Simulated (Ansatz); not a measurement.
# CH₄Cl (doublet): from Hartree-Fock to the top rungs at distance C1–H5 along a hydrogen transfer = 1.249 Å, cc-pVDZ

Aim: climb from Hartree-Fock through coupled cluster and multireference methods for CH₄Cl (doublet) at one geometry and basis, and see what each rung misses.

The runs use Ansatz 0.2.0, Gaussian basis; cc-pVDZ, core rule «outside noble gas», up to 6 orbitals frozen.

To be run: UHF; CCSD(T) on ROHF; CCSD(T) on UHF; BCCD(T) on ROHF; CISD; CCSDT(Q) on ROHF; CCSDT(Q) on UHF; CASSCF and MRCISD+Q, 3 electrons in 3 orbitals; CASSCF and NEVPT2, 3 electrons in 3 orbitals; CASSCF and MRCISD+Q, 15 electrons in 12 orbitals; CASSCF and NEVPT2, 15 electrons in 12 orbitals.

### Step 1. What is computed

The geometry derives from fragments relaxed apart (PBE0/def2-TZVP) and kept rigid, so it is no stationary point. A hydrogen atom is moved between rigid fragments.

6 atoms, charge 0, spin multiplicity 2.

Atoms are counted from 1 here; the program's logs count them from 0.

Bond lengths: C1–H2 1.090 Å, C1–H3 1.090 Å, C1–H4 1.090 Å, C1–H5 1.249 Å, H5–Cl6 1.562 Å. Angles: H2–C1–H3 109.5°, H2–C1–H4 109.5°, H2–C1–H5 109.5°, H3–C1–H4 109.5°, H3–C1–H5 109.5°, H4–C1–H5 109.5°, C1–H5–Cl6 180.0°.

### Step 2. UHF

in.yaml reads:

```yaml
crystal:
  periodic: [false, false, false]
  atoms:
    - {symbol: C, position_ang: [-1.938404, 0.000000, 0.000000]}
    - {symbol: H, position_ang: [-2.301610, 1.027301, 0.000000]}
    - {symbol: H, position_ang: [-2.301610, -0.513650, 0.889668]}
    - {symbol: H, position_ang: [-2.301610, -0.513650, -0.889669]}
    - {symbol: H, position_ang: [-0.689404, 0.000000, 0.000000]}
    - {symbol: Cl, position_ang: [0.872596, 0.000000, 0.000000]}
basis:
  gaussian: {orbitals: cc-pVDZ}
magnetization: {spin_polarized: true, initial_magnetization: 1}
hamiltonian: {xc: hf}
output: {orbitals: {seedname: orbitals}}
```

The run is started by

```bash
ansatz run in.yaml --threads 1 --pin off --events-out ev --progress --plain --max-ram 4096MiB --backend cpu
```

The runs that follow: CCSD(T) on ROHF; CCSD(T) on UHF; BCCD(T) on ROHF; CISD; CCSDT(Q) on ROHF; CCSDT(Q) on UHF; CASSCF and MRCISD+Q, 3 electrons in 3 orbitals; CASSCF and NEVPT2, 3 electrons in 3 orbitals; CASSCF and MRCISD+Q, 15 electrons in 12 orbitals; CASSCF and NEVPT2, 15 electrons in 12 orbitals.

Before running them: what should the planned runs give, taken together? Wanted: UCCSDT(Q) below the RHF energy; RMP2 from UCCSDT(Q); UMP2 from UCCSDT(Q); RCCSD from UCCSDT(Q); RCCSD(T) from UCCSDT(Q); UCCSD(T) from UCCSDT(Q); RCCSDT(Q) from UCCSDT(Q); NEVPT2 pair from UCCSDT(Q); MRCISD+Q pair from UCCSDT(Q).

The runs gave:

```
                         quantity                                                                     value
   UCCSDT(Q) below the RHF energy                                                                -9.3591 eV
              RMP2 from UCCSDT(Q)                                                               +1175.1 meV
              UMP2 from UCCSDT(Q)                                                               +1266.1 meV
             RCCSD from UCCSDT(Q)                                                                +226.8 meV
          RCCSD(T) from UCCSDT(Q)                                                                 +31.8 meV
          UCCSD(T) from UCCSDT(Q)                                                                 +33.2 meV
         RCCSDT(Q) from UCCSDT(Q)                                                                  +0.3 meV
       NEVPT2 pair from UCCSDT(Q)                                                               +1199.0 meV
     MRCISD+Q pair from UCCSDT(Q)                                                                 +95.7 meV
    NEVPT2 valence from UCCSDT(Q)                                                               +1567.5 meV
levels within 1 kcal/mol (43 meV)  RCCSD(T), UCCSD(T), BCCD(T), RCCSDT, UCCSDT, RCCSDT(Q), MRCISD+Q valence
                    T1 diagnostic                                                                     0.015
   effectively unpaired electrons                                                                      1.02
```

In words: RCCSD(T) lands +31.8 meV from the yardstick (0.3 % of the correlation energy). One determinant dominates. Of the multireference levels listed MRCISD+Q valence comes nearest in total energy (+35.0 meV), which doesn't show that its space is the better one. These misses are within one basis, not against nature; the frozen cores of restricted and unrestricted runs differ, which can shift their rows.
